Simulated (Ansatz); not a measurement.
**AlSiH₂ (quartet): wave-function methods side by side, cc-pVTZ**

An exercise on one series of results from a longer session: the logs are not shown, and one member is left open.

Computed with Ansatz 0.2.0, Gaussian basis. Level: cc-pVTZ, core rule «outside noble gas», up to 10 orbitals frozen.

Plan: UHF; CCSD(T) on ROHF; CCSD(T) on UHF; BCCD(T) on ROHF; CCSDT(Q) on ROHF; CCSDT(Q) on UHF; CASSCF and MRCISD+Q, 9 electrons in 10 orbitals; CASSCF and NEVPT2, 9 electrons in 10 orbitals.

9 further runs of the same task are left out: 4 for a known fault of the program, 5 set aside as unsound or not needed.

**The geometry**

The geometry is a PBE0/def2-TZVP stationary point (not a proven minimum) of the parent state, kept for this charge and spin.

4 atoms, charge 0, spin multiplicity 4.

Atoms are counted from 1 here; the program's logs count them from 0.

Bond lengths: Si1–Al2 2.509 Å, Si1–H3 1.501 Å, Si1–H4 1.501 Å. Angles: Al2–Si1–H3 121.8°, Al2–Si1–H4 121.8°, H3–Si1–H4 104.9°.

Set-up of the first run:

Input file in.yaml:

```yaml
crystal:
  periodic: [false, false, false]
  atoms:
    - {symbol: Si, position_ang: [-0.056321, 0.000000, 1.156776]}
    - {symbol: Al, position_ang: [0.030473, 0.000000, -1.350744]}
    - {symbol: H, position_ang: [0.376805, -1.189387, 1.962674]}
    - {symbol: H, position_ang: [0.376805, 1.189387, 1.962674]}
basis:
  gaussian: {orbitals: cc-pVTZ}
magnetization: {spin_polarized: true, initial_magnetization: 3}
hamiltonian: {xc: hf}
output: {orbitals: {seedname: orbitals}}
```

Run with:

```bash
$ ansatz run in.yaml --threads 1 --pin off --events-out ev --progress --plain --max-ram 2816MiB --backend cpu
```

Steps of the session up to this table: UHF; CCSD(T) on ROHF; CCSD(T) on UHF; BCCD(T) on ROHF; CCSDT(Q) on ROHF; CCSDT(Q) on UHF; CASSCF and MRCISD+Q, 9 electrons in 10 orbitals; CASSCF and NEVPT2, 9 electrons in 10 orbitals.

One of the session's tables, all rows but one given; the rest of the session is left out.

```
          method  from UCCSDT(Q) (meV)
            ROHF                     ?
             UHF               +4972.9
            RMP2               +1155.1
            UMP2               +1170.5
           RCCSD                +268.1
           UCCSD                +261.2
        RCCSD(T)                 +59.6
        UCCSD(T)                 +59.2
         BCCD(T)                 +58.0
          RCCSDT                 +14.2
          UCCSDT                 +11.9
       RCCSDT(Q)                  +2.3
       UCCSDT(Q)                     0
  CASSCF valence               +3620.2
  NEVPT2 valence               +1079.2
  MRCISD valence                +349.8
MRCISD+Q valence                 +85.6
```

Estimate the missing values for ROHF.

The run gave: from UCCSDT(Q) (meV): +5107.3. In the column «from UCCSDT(Q) (meV)» it is the highest.

To keep in mind: Restricted and unrestricted rows rest on different reference determinants; where their highest levels disagree by more than a few hundredths of an eV, they describe different states and don't form one ladder.
